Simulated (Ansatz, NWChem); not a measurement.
Heat of formation of HOCN (cyanic acid) from total energies

The species is HOCN (4 atoms), meant as a singlet with charge 0. SMILES: `N#CO`. The coordinates come from a PBE0-D4/def2-TZVP relaxation.

Total energies at SVWN5/pcseg-3 (NWChem 7.3.0); the atoms run unrestricted:

| species | state | energy (Eh) |
| --- | --- | --- |
| HOCN | singlet | -167.405262 |
| N | quartet | -54.136608 |
| C | triplet | -37.470202 |
| O | triplet | -74.531013 |
| H | doublet | -0.478667 |

Harmonic wavenumbers at PBE0-D4/def2-TZVP, in cm⁻¹: 470, 530, 1126, 1243, 2409, 3798.

Measured heats of formation of the gaseous atoms at 298.15 K, in kJ/mol: N 472.4, C 716.9, O 249.2, H 218.0. Spin-orbit lowering of the atoms at 298 K (mean of the ground term's levels less their thermal mean, from spectra), in kJ/mol: C 0.02, O 0.40. Take 1 Eh = 2625.50 kJ/mol, 1 cm⁻¹ = 0.0119627 kJ/mol, RT = 2.479 kJ/mol.

**Question.** Work out the heat of formation of the gas at 298 K.

**Answer.** 
1. Electronic atomisation energy: (-54.136608) + (-37.470202) + (-74.531013) + (-0.478667) − (-167.405262) = 0.788772 Eh = 2070.9 kJ/mol.
2. Zero-point energy: half the sum of the wavenumbers, 4788 cm⁻¹ = 57.3 kJ/mol.
3. Thermal vibrational enthalpy, Σ hcν̃/(exp(hcν̃/kT) − 1): 1.3 kJ/mol. Translation, rotation and pV of a non-linear molecule: 4 RT = 9.9 kJ/mol.
4. The 4 free atoms carry 5/2 RT each: 24.8 kJ/mol.
5. Spin-orbit coupling lowers the free atoms by 0.02 + 0.40 = 0.4 kJ/mol.
6. Atomisation enthalpy at 298 K: 2070.9 − 0.4 − 57.3 − 1.3 − 9.9 + 24.8 = 2026.8 kJ/mol.
7. Sum of the atoms' heats of formation: 1656.5 kJ/mol. Heat of formation: 1656.5 − 2026.8 = -370.3 kJ/mol.

The tabulated value is -14.9 kJ/mol (Active Thermochemical Tables), so this level is off by -355.4 kJ/mol, or 21.3 % of the atomisation enthalpy. The LDA overbinds, which puts heats of formation too low. Anharmonicity and any spin-orbit splitting of the molecule are left out.
